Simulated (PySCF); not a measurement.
Atomic charges against the basis set

Compound: C₃H₅N₃.
Numbering: `[CH3:1][n:2]1[cH:3][n:4][n:5][cH:6]1` (hydrogens: H7, H8, H9 on C1; H10 on C3; H11 on C6)

PBE0 throughout (PySCF), one geometry, spherical d and f functions. Geometry: PBE0-D3(BJ)/def2-SVP; no solvent, vibrations or thermal averaging. Atoms taken as equivalent share a column and are averaged.

Mulliken charges (e):

```tsv
basis	functions	C1	N2	C3/C6	N4/N5	H7/H8/H9	H10/H11
pcSseg-0	64	-0.368	-0.863	+0.350	-0.394	+0.262	+0.267
cc-pVDZ	109	+0.025	-0.246	+0.146	-0.189	+0.073	+0.044
aug-cc-pVDZ	183	+0.831	-0.112	+0.501	-0.389	-0.154	-0.240
cc-pVTZ	250	-0.200	+0.018	-0.054	-0.150	+0.114	+0.125
IGLO-III	260	-0.323	-0.032	+0.152	-0.277	+0.142	+0.089
```

IAO charges (e):

```csv
basis,functions,C1,N2,C3/C6,N4/N5,H7/H8/H9,H10/H11
pcSseg-0,64,-0.317,-0.101,+0.002,-0.214,+0.167,+0.171
cc-pVDZ,109,-0.313,-0.092,+0.008,-0.213,+0.162,+0.165
aug-cc-pVDZ,183,-0.322,-0.091,+0.011,-0.225,+0.166,+0.172
cc-pVTZ,250,-0.323,-0.095,+0.012,-0.222,+0.166,+0.170
IGLO-III,260,-0.324,-0.095,+0.012,-0.225,+0.167,+0.172
```

Hirshfeld charges (e):

| basis | functions | C1 | N2 | C3/C6 | N4/N5 | H7/H8/H9 | H10/H11 |
| --- | --- | --- | --- | --- | --- | --- | --- |
| pcSseg-0 | 64 | -0.034 | +0.008 | +0.023 | -0.167 | +0.058 | +0.071 |
| cc-pVDZ | 109 | -0.040 | +0.002 | +0.024 | -0.158 | +0.058 | +0.066 |
| aug-cc-pVDZ | 183 | -0.049 | -0.023 | +0.031 | -0.166 | +0.064 | +0.075 |
| cc-pVTZ | 250 | -0.047 | -0.013 | +0.029 | -0.163 | +0.062 | +0.071 |
| IGLO-III | 260 | -0.049 | -0.021 | +0.030 | -0.166 | +0.064 | +0.074 |

ESP-fitted charges (e):

```json
{"basis": "pcSseg-0", "functions": "64", "C1": "-0.750", "N2": "+0.120", "C3/C6": "+0.270", "N4/N5": "-0.403", "H7/H8/H9": "+0.245", "H10/H11": "+0.079"}
{"basis": "cc-pVDZ", "functions": "109", "C1": "-0.577", "N2": "+0.202", "C3/C6": "+0.103", "N4/N5": "-0.307", "H7/H8/H9": "+0.192", "H10/H11": "+0.105"}
{"basis": "aug-cc-pVDZ", "functions": "183", "C1": "-0.665", "N2": "+0.271", "C3/C6": "+0.089", "N4/N5": "-0.320", "H7/H8/H9": "+0.210", "H10/H11": "+0.114"}
{"basis": "cc-pVTZ", "functions": "250", "C1": "-0.655", "N2": "+0.260", "C3/C6": "+0.084", "N4/N5": "-0.311", "H7/H8/H9": "+0.208", "H10/H11": "+0.113"}
{"basis": "IGLO-III", "functions": "260", "C1": "-0.657", "N2": "+0.282", "C3/C6": "+0.074", "N4/N5": "-0.315", "H7/H8/H9": "+0.208", "H10/H11": "+0.117"}
```

Some averages cover members that differ in this geometry, most widely: H7/H8/H9, Mulliken in aug-cc-pVDZ -0.219 to -0.071 e.

**Question.** Which scheme is steadiest as the basis changes?

**Answer.** Largest range over the bases for any column: IAO 0.01 e, Hirshfeld 0.03 e, ESP-fitted 0.20 e, Mulliken 1.20 e. IAO charges move least and Mulliken charges most, counted in e.

**Question.** How much do the charges still move between the two largest bases, cc-pVTZ and IGLO-III?

**Answer.** At most, over all atoms: Mulliken 0.211 e, IAO 0.003 e, Hirshfeld 0.008 e, ESP-fitted 0.022 e.

**Question.** What do the same runs give for the total energy, the frontier levels and the dipole moment?

**Answer.** 
```tsv
basis	energy (Eh)	HOMO (eV)	LUMO (eV)	μ (D)
pcSseg-0	-280.5457	-6.89	0.18	6.95
cc-pVDZ	-281.2520	-7.00	0.53	5.99
aug-cc-pVDZ	-281.2702	-7.32	-0.40	6.23
cc-pVTZ	-281.3257	-7.22	0.28	6.08
IGLO-III	-281.3382	-7.34	0.07	6.22
```

The dipole is fixed by the density alone, so its range of 0.96 D shows that the density itself changes with the basis, not only its division among atoms.
